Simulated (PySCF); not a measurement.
A geometry optimisation on `[Na][Na]`.

Method: PBE0/def2-TZVP geometry optimisation, gas phase (PySCF 2.14.0). Start geometry: GFN2-xTB. The input is one job of a driver script: a line of settings, then coordinates in Å.

Input:
```
{"job": {"xc": "PBE0", "basis": "def2-TZVP", "grid": 1, "kind": "geom"}, "charge": 0, "multiplicity": 1}
Na     1.367533    -0.002630    -0.003156
Na    -1.364777     0.003898    -0.010993
```

Output:
```
step   0  E = -324.37283828  max force = 0.010711
step   1  E = -324.37548805  max force = 0.004469
step   2  E = -324.37567221  max force = 0.003806
step   3  E = -324.37619724  max force = 0.000461
step   4  E = -324.37620603  max force = 0.000059
optimisation converged
```

Energies in Eh; «max force» is the largest Cartesian gradient component in Eh/bohr.

Problem. How much energy does the optimisation release, in eV?

Solution. E(step 0) − E(last step) = 0.003368 Eh, which is 0.092 eV.

Problem. Give the first gradient maximum in eV/Å.

Solution. With 1 Eh/bohr = 51.422 eV/Å, 0.551 eV/Å.

Summary of the converged run: final energy -324.37621 Eh after 4 steps; dipole 0.00 D.

Problem. Give the final coordinates.

Solution. 0.183 Å rms from the input after alignment:
```
atom  x, y, z in Å
Na1    1.5500   -0.0043   -0.0024
Na2   -1.5492    0.0041   -0.0125
```

Problem. Estimate the wall time. Hardware: one thread of an Arm Neoverse N1, no GPU, shared host with 64 logical CPUs at a one-minute load of 30. And the peak memory of the process?

Solution. About 3.3 s, with 0.28 GiB resident at the peak, the Python interpreter and its libraries included.
Labels such as C1 count atoms from 1, the log's own numbers from 0.
